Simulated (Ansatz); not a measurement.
Geometry optimisation, Ansatz, RKS B3LYP-D4/def2-mTZVP.

input.yaml

```yaml
crystal:
  periodic: [false, false, false]
  atoms:
    - { symbol: Si, position_ang: [-0.48, -0.0939, 0.2426] }
    - { symbol: H, position_ang: [1.3799, -0.3424, 0.215] }
    - { symbol: H, position_ang: [-0.5623, -1.2876, 1.0636] }
    - { symbol: H, position_ang: [-1.7283, -0.0093, -0.5066] }
    - { symbol: Cl, position_ang: [-0.3159, 1.6346, 1.2343] }
    - { symbol: H, position_ang: [1.2877, -0.0998, -0.7299] }
    - { symbol: F, position_ang: [0.4188, 0.1985, -1.519] }
basis:
  gaussian: { orbitals: def2-mTZVP }
hamiltonian:
  xc: b3lyp
  dispersion: d4
relax:
  f_tol: 0.15
  max_steps: 25
  restrain:
    - { distance: [0, 6], at: 2.98, k: 30.0 }
    - { distance: [5, 1], at: 1.92, k: 30.0 }
    - { distance: [0, 1], at: 1.42, k: 30.0 }
    - { distance: [5, 6], at: 0.88, k: 30.0 }
```

Launched with:

```bash
$ ansatz run input.yaml --threads 2 --pin off --max-ram 3072MiB --backend cpu --events-out ev --progress --plain --runs-dir out
```

Task: Where does it end, and by what steps?

Result: It converged. The restraints hold the end off the free minimum. After 6 steps the energy has fallen by 1.571 eV (the restraints' own energy left out); H6 moved furthest, 0.80 Å. Parted: Si1–F7. Joined: Si1–H2, H6–F7.

```
step  energy less start (eV)  largest force component (eV/Å)  accepted
   0                  0.0000                           2.035       yes
   1                  0.1773                           1.749       yes
   2                 -0.1116                           2.843       yes
   3                 -0.6202                           2.534       yes
   4                 -1.1837                           1.966       yes
   5                 -1.5268                           1.030       yes
   6                 -1.5713                           0.907       yes
```

```xyz
7
Properties=species:S:1:pos:R:3
Si -0.438 -0.186 0.624
H 0.943 -0.437 0.285
H -0.870 -1.237 1.576
H -1.346 -0.141 -0.527
Cl -0.507 1.645 1.611
H 1.450 0.093 -1.493
F 0.767 0.264 -2.076
```

Whether the end is a true minimum wasn't checked by a vibrational analysis.

The run took 9.5 s on 2 threads of Arm Neoverse V2 (shared host), peak memory 0.14 GiB.
